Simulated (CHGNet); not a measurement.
## bcc K

These are the machine-learned potential CHGNet 0.3.0 (trained on PBE and PBE+U data) values and carry that method's errors.

Cell (relaxed at this level):

```
CELL_PARAMETERS angstrom
     -2.61829     2.61829     2.61829
      2.61829    -2.61829     2.61829
      2.61829     2.61829    -2.61829
ATOMIC_POSITIONS crystal
  K  0.00000 0.00000 0.00000
```

vacancy formation energy: 0.15 eV

Measured, for comparison: vacancy formation energy 0.34 eV (no zero-point or thermal correction, monovacancy; as tabulated in Garrity and Choudhary (2023), arXiv:2112.11585). Computed (rounded) less measured: vacancy formation energy -0.19 eV.

A machine-learned potential is trained on density-functional data: it inherits that level's misses and adds fitting errors of its own.
